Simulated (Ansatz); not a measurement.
Reaction: SiHCl3 (SMILES Cl[SiH](Cl)Cl) → SiCl3 (SMILES Cl[Si](Cl)Cl, doublet) + H (doublet) (the H-Si bond breaks)
Each species at its own B3LYP-D3(BJ)/def2-TZVP minimum (Ansatz, a program for electronic structure).

Total energies in hartree (Ansatz). Radicals and triplets start from unrestricted determinants; spin-orbit coupling is neglected. Correlated methods leave the cores frozen. No relativity. For partners of very few electrons the exact lower level stands in for a higher one.

```csv
species,HF/cc-pV(T+d)Z,CCSD(T)/cc-pV(T+d)Z,HF/cc-pV(Q+d)Z,CCSD(T)/cc-pV(Q+d)Z,CCSD(T)/cc-pV(D+d)Z,CCSDT(Q)/cc-pV(D+d)Z
"1: SiHCl3 (trichlorosilane, SMILES Cl[SiH](Cl)Cl)",-1668.25785,-1669.02228,-1668.27226,-1669.10726,-1668.75454,-1668.75672
"2: SiCl3 (SMILES Cl[Si](Cl)Cl, doublet)",-1667.63435,-1668.36962,-1667.64832,-1668.45251,-1668.10737,-1668.10979
3: H (doublet),-0.49981,-0.49981,-0.49995,-0.49995,-0.49928,-0.49928
```

Question: Work out the bond dissociation energy (electronic) in kcal/mol: take Hartree-Fock from cc-pV(Q+d)Z, extrapolate the CCSD(T) correlation energy as X^-3 (X = 3, 4), and add CCSDT(Q) - CCSD(T) in cc-pV(D+d)Z. 1 hartree = 627.51 kcal/mol.

Answer: 
Species 1: correlation (64·(-0.83500) - 27·(-0.76443))/37 = -0.88650; step -0.00218; E1 = -1668.27226 + (-0.88650) + (-0.00218) = -1669.16094
Species 2: correlation (64·(-0.80419) - 27·(-0.73527))/37 = -0.85448; step -0.00242; E2 = -1667.64832 + (-0.85448) + (-0.00242) = -1668.50522
Species 3: correlation (64·(0.00000) - 27·(0.00000))/37 = 0.00000; step +0.00000; E3 = -0.49995 + (0.00000) + (+0.00000) = -0.49995
-1·E1 +1·E2 +1·E3 = 0.15577 hartree = 97.7 kcal/mol.
